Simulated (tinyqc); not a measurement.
Ways to converge the cycle: SCF convergence aids in the sto-6g basis, for LiH, spin multiplicity 3. Computed by the program tinyqc with PySCF. UHF with one setting changed at a time; a run stops when the energy changes by less than 1e-09 hartree and the error matrix is below 1e-5. The start is random orbitals. Damping d keeps d of the old density; a shift (hartree) raises the virtual levels; DIIS n extrapolates F over n matrices.

Geometry (angstrom):
```
atom,x,y,z
Li,0.0000,0.0000,0.0000
H,0.0000,0.0000,2.7930
```

lowest solution found by these runs and by PySCF with stability checks = -7.867350 hartree

Largest element of the error matrix X^T (FDS - SDF) X:
```
iteration,plain,damping 0.3,damping 0.6,shift 0.4,DIIS 3,DIIS 8
1,1.3e+00,1.3e+00,1.3e+00,1.3e+00,1.3e+00,1.3e+00
2,1.4e-01,4.5e-01,7.9e-01,2.9e-01,1.4e-01,1.4e-01
3,2.4e-02,1.7e-01,4.9e-01,8.6e-02,2.0e-02,2.0e-02
4,6.9e-03,6.6e-02,3.1e-01,5.1e-02,5.7e-03,5.7e-03
5,4.4e-03,2.6e-02,2.0e-01,2.9e-02,3.3e-03,3.2e-03
6,3.0e-03,1.0e-02,1.3e-01,1.7e-02,1.3e-03,4.4e-04
8,1.4e-03,3.3e-03,5.5e-02,9.8e-03,2.0e-04,3.1e-05
10,6.6e-04,1.9e-03,2.3e-02,7.3e-03,4.8e-06,4.3e-08
14,2.2e-04,6.9e-04,4.1e-03,4.0e-03,-,-
20,4.1e-05,2.2e-04,1.3e-03,1.6e-03,-,-
30,-,3.5e-05,3.8e-04,3.8e-04,-,-
45,-,-,8.3e-05,7.3e-05,-,-
60,-,-,1.8e-05,1.4e-05,-,-
```

How each run ends:
```
run,iterations,E (hartree),state
plain,26,-7.867350,lowest found
damping 0.3,38,-7.867350,lowest found
damping 0.6,>60,-7.867350,"falls steadily but slowly, by a factor of about 0.90 a step"
shift 0.4,>60,-7.867350,"falls steadily but slowly, by a factor of about 0.90 a step"
DIIS 3,11,-7.867350,lowest found
DIIS 8,10,-7.867350,lowest found
```

What does the comparison show, and why?

4 of 6 runs reach the lowest solution found, in 10 to 38 iterations (fastest: DIIS 8). Not converged: damping 0.6, shift 0.4. Plain steps already contract here, so damping only slows them. DIIS 3 and DIIS 8 gain by cancelling the error over several earlier matrices, much as a quasi-Newton step does.
